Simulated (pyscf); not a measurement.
A first-order saddle from PySCF, ωB97X-D3(BJ)/def2-SVP:

```xyz
4

C      0.7287     0.0096     0.5931
C      0.2701     0.2755    -0.5438
H      0.3159     1.1347     0.5855
H     -0.1214     0.4874    -1.5320
```

Surface: singlet, charge 0. Lowest wavenumbers (cm⁻¹): 906i, 634, 938, 1914, 2645.

**Question.** Name the species on either side of this saddle.

**Answer.** :C=CH₂ [singlet] ⇌ HC≡CH, a hydrogen shift read from left to right: C–H broken and C–H formed. At CCSD(T)/def2-TZVPP + ΔMP2(QZVPP) it lies +10.3 kJ/mol from the left side and +197.8 kJ/mol from the right (each side as separated species at their lowest minima found). One saddle was located; it need not be the lowest between these sides. The CCSD(T) − MP2 part came from Ansatz, without density fitting, on the same reference.
